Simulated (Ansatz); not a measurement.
Mulliken charges of CS from r2SCAN/def2-TZVPP in Ansatz (PBE0-D4/def2-TZVP geometry).

```json
{"atom": "C1", "x (Å)": "0.000", "y (Å)": "0.000", "z (Å)": "-1.116", "charge (e)": "-0.105"}
{"atom": "S2", "x (Å)": "0.000", "y (Å)": "0.000", "z (Å)": "0.414", "charge (e)": "0.105"}
```

Question: By hand: the dipole of these point charges (1 e Å = 4.8032 D).

Answer: Σ q r = (0.000, 0.000, 0.161) e Å, of length 0.161 e Å = 0.77 D.

Question: How does the dipole of the full density compare? (An estimate is asked.)

Answer: The calculation gave: (0.000, 0.000, 0.410) e Å, 1.97 D; the point charges give 0.39 times that, at 0° from its direction.

Point charges leave out the atoms' own dipoles, such as those of lone pairs, and Mulliken's split depends on the basis, so the two needn't agree.
